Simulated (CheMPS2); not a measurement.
**A workflow on BNH4 (BH2(NH2))**

We compute a single-point energy (singlet BNH4, DMRG-CASCI(12 orbitals)/cc-pVDZ), then a single-point energy (doublet [BNH4]+, DMRG-CASCI(12 orbitals)/cc-pVDZ) of BH4N. 

The results are computed with CheMPS2 1.8.12.

## 1. Starting point

BNH4: 6 atoms, total charge 0, spin state singlet. As SMILES, `[H]B([H])N`. The coordinates come from a GFN2-xTB relaxation.

Bond lengths: B1–N4 1.378 Å, B1–H2 1.171 Å, B1–H3 1.171 Å, N4–H5 1.007 Å, N4–H6 1.007 Å. Angles: B1–N4–H5 123.8°, B1–N4–H6 123.7°, H2–B1–N4 118.8°, H3–B1–N4 119.0°, H5–N4–H6 112.5°, H2–B1–H3 122.1°.

## 2. A single-point energy at DMRG-CASCI(12 orbitals)/cc-pVDZ (ground state) (run 2)

File integrals.py:

```python
from pyscf import ao2mo, gto, mcscf, mp, scf
from pyscf.tools import fcidump

geom = """
B      0.341950     0.595150     0.003650
H      1.330110     0.674300     0.627440
H     -0.078600     1.496820    -0.614110
N     -0.345390    -0.598720    -0.003870
H     -1.199300    -0.750580    -0.515060
H     -0.048780    -1.416960     0.501960
"""
mol = gto.M(
    atom=geom,
    basis="cc-pvdz",
    verbose=3,
    max_memory=2000,
)
print("basis functions = %d" % (mol.nao))
mf = scf.RHF(mol)
mf.conv_tol = 1e-10
mf.max_cycle = 200
mf.kernel()
if not mf.converged:
    mf = mf.newton().run(mf.mo_coeff, mf.mo_occ)
print(f"E(HF) = {mf.e_tot:.10f}")
# natural orbitals of MP2 give a compact matrix product state
occ_no, mo = mcscf.addons.make_natural_orbitals(mp.MP2(mf, frozen=2).run())
mf.mo_coeff = mo
# FCIDUMP for the DMRG program
cas = mcscf.CASCI(mf, 12, 10)
h1, ecore = cas.get_h1eff()
fcidump.from_integrals("FCIDUMP", h1, cas.get_h2eff(), 12, 10, nuc=ecore, ms=0)
# exact diagonalisation in the same space
ci = mcscf.CASCI(mf, 12, (5, 5))
ci.fix_spin_(ss=0)
ci.fcisolver.conv_tol = 1e-10
ci.fcisolver.max_cycle = 200
ci.kernel()
print("exact diagonalisation = %.10f" % (ci.e_tot))
```

File dmrg.input:

```
FCIDUMP = FCIDUMP
GROUP = 0
MULTIPLICITY = 1
NELECTRONS = 10
IRREP = 0
EXCITATION = 0
SWEEP_STATES = 50, 75, 100, 100
SWEEP_ENERGY_CONV = 1e-04, 1e-04, 1e-04, 1e-06
SWEEP_MAX_SWEEPS = 6, 6, 6, 6
SWEEP_NOISE_PREFAC = 0.05, 0.05, 0.005, 0.0
SWEEP_DVDSON_RTOL = 3e-04, 3e-04, 3e-04, 3e-05
NOCC = 0
NACT = 12
NVIR = 0
MOLCAS_FIEDLER = TRUE
PRINT_CORR = TRUE
TMP_FOLDER = .
```

Launch:

```console
python integrals.py && chemps2 --file=dmrg.input
```

Log:

```text
$ python integrals.py
basis functions = 48
converged SCF energy = -81.4982481243554
E(HF) = -81.4982481244
E(RMP2) = -81.7627897022615  E_corr = -0.264541577906152
E(SCS-RMP2) = -81.7657002561169  E_corr = -0.267452131761567
CASCI E = -81.6088390869118  E(CI) = -23.0489830459190  S^2 = 0.0000000
exact diagonalisation = -81.6088390869

$ chemps2 --file=dmrg.input

Running chemps2 version 1.8.12 () with the following options:

   FCIDUMP            = FCIDUMP
   GROUP              = c1
   MULTIPLICITY       = 1
   NELECTRONS         = 10
   IRREP              = A
   EXCITATION         = 0
   SWEEP_STATES       = [ 50 ; 75 ; 100 ; 100 ]
   SWEEP_ENERGY_CONV  = [ 0.0001 ; 0.0001 ; 0.0001 ; 1e-06 ]
   SWEEP_MAX_SWEEPS   = [ 6 ; 6 ; 6 ; 6 ]
   SWEEP_NOISE_PREFAC = [ 0.05 ; 0.05 ; 0.005 ; 0 ]
   SWEEP_DVDSON_RTOL  = [ 0.0003 ; 0.0003 ; 0.0003 ; 3e-05 ]
   NOCC               = [ 0 ]
   NACT               = [ 12 ]
   NVIR               = [ 0 ]
   MOLCAS_2RDM        =
   MOLCAS_3RDM        =
   MOLCAS_F4RDM       =
   MOLCAS_FOCK        =
   MOLCAS_FIEDLER     = TRUE
   MOLCAS_MPS         = FALSE
   MOLCAS_STATE_AVG   = FALSE
   PRINT_CORR         = TRUE
   TMP_FOLDER         = .

CheMPS2::Hamiltonian : Reading FCIDUMP file FCIDUMP
CheMPS2::Hamiltonian : Finished reading FCIDUMP file FCIDUMP
   EdmistonRuedenberg::FiedlerGlobal : Cost function at start = 109.166700040669
[... 29 lines left out ...]
***     Maximum discarded weight = 0
[... 32 lines left out ...]
***     Minimum energy           = -81.6086279230653
[... 7 lines left out ...]
***     Maximum discarded weight = 3.34105396091365e-05
[... 14 lines left out ...]
***     Maximum discarded weight = 4.43337282405957e-06
[... 13 lines left out ...]
***     Minimum energy           = -81.6087695850035
[... 7 lines left out ...]
***     Maximum discarded weight = 7.69503395231112e-06
[... 14 lines left out ...]
***     Maximum discarded weight = 2.26997031176296e-06
[... 14 lines left out ...]
***     Maximum discarded weight during the last sweep     = 2.87672732174545e-06
[... 12 lines left out ...]
***     Minimum energy           = -81.6088166549096
[... 8 lines left out ...]
***     Maximum discarded weight = 3.04444902239367e-06
[... 14 lines left out ...]
***     Maximum discarded weight during the last sweep     = 3.04687152962854e-06
[... 78 lines left out ...]
Singlet diradical correlation function = < d_i,up d_j,down > + < d_i,down d_j,up > - < d_i,up > * < d_j,down > - < d_i,down > * < d_j,up >
Hamiltonian index order is used!

   Columns 1 to 8

   -0.000035    0.002035    0.001446    0.001763    0.001802    0.000869    0.000626    0.000868
    0.002035   -0.000008    0.000361    0.000726    0.000284    0.000120    0.000503    0.000246
    0.001446    0.000361   -0.000077    0.003839    0.003304    0.001392    0.008214    0.001638
[... 8 lines of this table left out ...]
    0.000219    0.000097    0.000684    0.001059    0.002942    0.000351    0.000759    0.000144

   Columns 9 to 12

    0.003436    0.001108    0.001313    0.000219
    0.000174    0.001929    0.001227    0.000097
    0.000875    0.002161    0.000137    0.000684
[... 8 lines of this table left out ...]
    0.000307    0.000303    0.000138   -0.000007

--------------------------------------------------------
Two-orbital mutual information = 0.5 * ( s1(i) + s1(j) - s2(i,j) ) * ( 1 - delta(i,j) )
Hamiltonian index order is used!

   Columns 1 to 8

    0           0.006072    0.002528    0.003504    0.003365    0.003707    0.002068    0.002455
    0.006072    0           0.000890    0.001417    0.000396    0.000242    0.000909    0.000469
    0.002528    0.000890    0           0.008455    0.007978    0.005065    0.049722    0.007247
[... 8 lines of this table left out ...]
    0.000836    0.000287    0.002477    0.003933    0.013870    0.002105    0.002108    0.000577

   Columns 9 to 12

    0.011066    0.004881    0.013583    0.000836
    0.000464    0.016346    0.016706    0.000287
    0.006843    0.005611    0.000257    0.002477
[... 8 lines of this table left out ...]
    0.001905    0.000699    0.000290    0

--------------------------------------------------------
```

Run time: 21 s. Hardware: 1 thread of Arm Neoverse V2, shared host; peak memory 0.25 GiB.

## 3. The doublet cation: the energy at DMRG-CASCI(12 orbitals)/cc-pVDZ (ground state) (run 5)

File prepare.py:

```python
from pyscf import ao2mo, gto, mcscf, mp, scf
from pyscf.tools import fcidump

geom = """
B      0.64619185     1.12467050     0.00689750
H      2.51354362     1.27424233     1.18568976
H     -0.14853247     2.82857986    -1.16049971
N     -0.65269251    -1.13141683    -0.00731324
H     -2.26634854    -1.41839063    -0.97332234
H     -0.09218084    -2.67766633     0.94856693
"""
mol = gto.M(
    atom=geom,
    basis="cc-pvdz",
    unit="bohr",
    charge=1,
    spin=1,
    verbose=4,
)
print("nao                     : %d" % (mol.nao))
mf = scf.ROHF(mol)
mf.conv_tol = 1e-10
mf.max_cycle = 200
mf.kernel()
if not mf.converged:
    mf = mf.newton().run(mf.mo_coeff, mf.mo_occ)
print(f"E(SCF)                  : {mf.e_tot:.10f}")
# natural orbitals of MP2 give a compact matrix product state
occ_no, mo = mcscf.addons.make_natural_orbitals(mp.MP2(mf.to_uhf(), frozen=2).run())
mf.mo_coeff = mo
# FCIDUMP for the DMRG program
cas = mcscf.CASCI(mf, 12, 9)
h1, ecore = cas.get_h1eff()
fcidump.from_integrals("FCIDUMP", h1, cas.get_h2eff(), 12, 9, nuc=ecore, ms=1)
# FCI check
ci = mcscf.CASCI(mf, 12, (5, 4))
ci.fix_spin_(ss=0.75)
ci.fcisolver.conv_tol = 1e-10
ci.fcisolver.max_cycle = 200
ci.kernel()
print(f"exact diagonalisation   : {ci.e_tot:.10f}")
```

File chemps2.input:

```
FCIDUMP = FCIDUMP
GROUP = 0
MULTIPLICITY = 2
NELECTRONS = 9
IRREP = 0
EXCITATION = 0
SWEEP_STATES = 50, 100, 100
SWEEP_ENERGY_CONV = 1e-02, 1e-02, 1e-04
SWEEP_MAX_SWEEPS = 4, 2, 6
SWEEP_NOISE_PREFAC = 0.05, 0.005, 0.0
SWEEP_DVDSON_RTOL = 3e-04, 3e-04, 3e-05
NOCC = 0
NACT = 12
NVIR = 0
MOLCAS_FIEDLER = FALSE
PRINT_CORR = TRUE
TMP_FOLDER = .
```

Launch:

```console
python prepare.py && chemps2 --file=chemps2.input
```

Log:

```text
$ python prepare.py

[INPUT] verbose = 4
[INPUT] num. atoms = 6
[INPUT] num. electrons = 15
[INPUT] charge = 1
[INPUT] spin (= nelec alpha-beta = 2S) = 1
[INPUT] symmetry False subgroup None
[INPUT] Mole.unit = bohr
[INPUT] Symbol           X                Y                Z      unit          X                Y                Z       unit  Magmom
[INPUT]  1 B      0.341950000902   0.595149998394   0.003649999812 AA    0.646191850000   1.124670500000   0.006897500000 Bohr   0.0
[INPUT]  2 H      1.330110002357   0.674300002226   0.627440000213 AA    2.513543620000   1.274242330000   1.185689760000 Bohr   0.0
[INPUT]  3 H     -0.078599998206   1.496820001179  -0.614109999811 AA   -0.148532470000   2.828579860000  -1.160499710000 Bohr   0.0
[INPUT]  4 N     -0.345390002030  -0.598720002487  -0.003869999946 AA   -0.652692510000  -1.131416830000  -0.007313240000 Bohr   0.0
[INPUT]  5 H     -1.199299999370  -0.750579997578  -0.515060001207 AA   -2.266348540000  -1.418390630000  -0.973322340000 Bohr   0.0
[INPUT]  6 H     -0.048779999811  -1.416960000284   0.501960002388 AA   -0.092180840000  -2.677666330000   0.948566930000 Bohr   0.0

nuclear repulsion = 32.5354765530191
number of shells = 22
number of NR pGTOs = 80
number of NR cGTOs = 48
basis = cc-pvdz
ecp = {}
CPU time:         0.41
nao                     : 48

[... 74 lines left out ...]
CASCI converged
[... 85 lines left out ...]
***     Minimum energy           = -81.1840457595093
[... 8 lines left out ...]
***     Maximum discarded weight = 7.53049498173267e-05
[... 13 lines left out ...]
***     Minimum energy           = -81.2227274826629
[... 7 lines left out ...]
***     Maximum discarded weight = 7.58669320321257e-05
[... 14 lines left out ...]
***     Maximum discarded weight = 3.50138184732101e-06
[... 14 lines left out ...]
***     Maximum discarded weight during the last sweep     = 1.87489608641948e-05
[... 12 lines left out ...]
***     Minimum energy           = -81.224020605693
[... 8 lines left out ...]
***     Maximum discarded weight = 3.32736349257796e-05
[... 14 lines left out ...]
***     Maximum discarded weight during the last sweep     = 3.32544254534108e-05
[... 78 lines left out ...]
Singlet diradical correlation function = < d_i,up d_j,down > + < d_i,down d_j,up > - < d_i,up > * < d_j,down > - < d_i,down > * < d_j,up >
Hamiltonian index order is used!

   Columns 1 to 8

   -0.000038    0.002653    0.001683    0.002198    0.000169    0.000676    0.001047    0.002426
    0.002653   -0.000022    0.001397    0.001326   -0.000068    0.001212    0.000337    0.000306
    0.001683    0.001397   -0.000056    0.003678   -0.000319    0.005363    0.001648    0.000594
[... 8 lines of this table left out ...]
    0.000222    0.000456    0.001290    0.001958   -0.000014    0.000503    0.000239    0.000089

   Columns 9 to 12

    0.001459    0.000249    0.001448    0.000222
    0.002385    0.000096    0.001511    0.000456
    0.001885    0.000439    0.000295    0.001290
[... 8 lines of this table left out ...]
    0.000253    0.000026    0.000057   -0.000004

--------------------------------------------------------
Two-orbital mutual information = 0.5 * ( s1(i) + s1(j) - s2(i,j) ) * ( 1 - delta(i,j) )
Hamiltonian index order is used!

   Columns 1 to 8

    0           0.007317    0.003238    0.004896    0.000728    0.002323    0.003475    0.008600
    0.007317    0           0.004006    0.003058    0.000239    0.003174    0.000991    0.001021
    0.003238    0.004006    0           0.010266    0.001371    0.039223    0.008680    0.005042
[... 8 lines of this table left out ...]
    0.000641    0.001147    0.005665    0.008796    0.000024    0.003637    0.001666    0.000731

   Columns 9 to 12

    0.007143    0.005374    0.014039    0.000641
    0.020369    0.001251    0.015156    0.001147
    0.005101    0.001371    0.001000    0.005665
[... 8 lines of this table left out ...]
    0.001120    0.000061    0.000131    0

--------------------------------------------------------
```

It took 18 s on 1 thread of Arm Neoverse V2, shared host; peak memory 0.21 GiB.

## 4. Outcome

```
                                            quantity         value
run 2, DMRG-CASCI(12 orbitals)/cc-pVDZ: total energy  -81.60882 Eh
                        doublet cation: total energy  -81.22407 Eh
```
